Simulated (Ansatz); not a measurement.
This triplet is an excited state, 2.98 eV above the relaxed singlet at the level frozen-core full CI/6-31g // B3LYP-D3(BJ)/def2-TZVP (Ansatz, a program for electronic structure).

Species: CS, SMILES `[C-]#[S+]` (excited triplet) (charge 0, multiplicity 3).

Question: Give a relaxed geometry from Ansatz with B3LYP-D3(BJ)/def2-TZVP.

Answer: the end point of this relaxation (outside a Z-matrix the atoms follow the SMILES, hydrogens last).
Z-matrix (Å, degrees):
```
C
S 1 1.5679
```
